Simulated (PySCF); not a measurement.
C3H7, SMILES C[CH]C, multiplicity 2.

Geometry: r2SCAN-D4/def2-TZVP. The isomer is the one that the SMILES or the coordinates give; other isomers of the formula were not compared.

Level of theory: TDA-M06-2X/def2-SVPD (PySCF).

Vertical excitations. Gas-phase values at a fixed geometry.

Computed excitation energies, oscillator strengths and character:
```
state    energy (eV)  λ (nm)      f          main pairs
-------  -----------  ------  -----  ------------------
root 1          4.97     250  0.001    α HOMO→LUMO 87 %
root 2          5.84     212  0.016  α HOMO→LUMO+2 82 %
root 3          5.96     208  0.000  α HOMO→LUMO+1 97 %
root 4          6.45     192  0.002    β HOMO→LUMO 88 %
root 5          6.68     186  0.000  β HOMO−1→LUMO 85 %
root 6          6.91     180  0.007  α HOMO→LUMO+3 82 %
root 7          7.36     169  0.041  α HOMO→LUMO+4 90 %
root 8          7.75     160  0.011  α HOMO→LUMO+5 87 %
root 9          7.93     156  0.011  α HOMO→LUMO+7 93 %
root 10         7.97     156  0.012  α HOMO→LUMO+6 96 %
```
Unrestricted roots are not spin-pure.
